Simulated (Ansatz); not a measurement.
## A geometry optimisation of BClH4Si with PBE0-D3(BJ)/pcseg-1

The starting geometry of this gas-phase singlet was optimised with GFN2-xTB.

```xyz
7

B     0.8221    0.4162   -0.9805
Cl    1.0514    0.3406    1.0019
Si   -0.3222   -0.9320   -0.2132
H     0.0627   -2.2917    0.1817
H     1.8417    0.1080   -1.4819
H    -1.6221   -0.7147    0.4307
H     0.3817    1.4712   -1.2621
```

Q: Where would you expect an optimisation with PBE0-D3(BJ)/pcseg-1 to take it?

A: A bond breaks, leaving `B[SiH2]Cl`. Contacts that open: B1–Cl2 (2.00 → 3.15 Å).

The energy falls by 0.24 eV over 13 steps:

```json
{"step": "1", "E − E(last) (eV)": "0.243"}
{"step": "2", "E − E(last) (eV)": "0.167"}
{"step": "4", "E − E(last) (eV)": "0.112"}
{"step": "5", "E − E(last) (eV)": "0.097"}
{"step": "6", "E − E(last) (eV)": "0.083"}
{"step": "8", "E − E(last) (eV)": "0.030"}
{"step": "9", "E − E(last) (eV)": "0.008"}
{"step": "10", "E − E(last) (eV)": "0.002"}
{"step": "12", "E − E(last) (eV)": "0.000"}
{"step": "13", "E − E(last) (eV)": "0.000"}
```

Final geometry (Å):

```tsv
atom	x (Å)	y (Å)	z (Å)
B	0.7568	0.3953	-1.2873
Cl	0.8531	-0.0026	1.8347
Si	-0.1021	-0.7503	0.1270
H	0.1921	-2.2094	0.0524
H	1.7912	0.0632	-1.7959
H	-1.5685	-0.5632	0.3166
H	0.2926	1.4644	-1.5709
```

Frequencies at the end are all real (lowest 70 cm⁻¹). Run with Ansatz 0.2.0, 30 s on 1 thread of Arm Neoverse V1 (shared host).
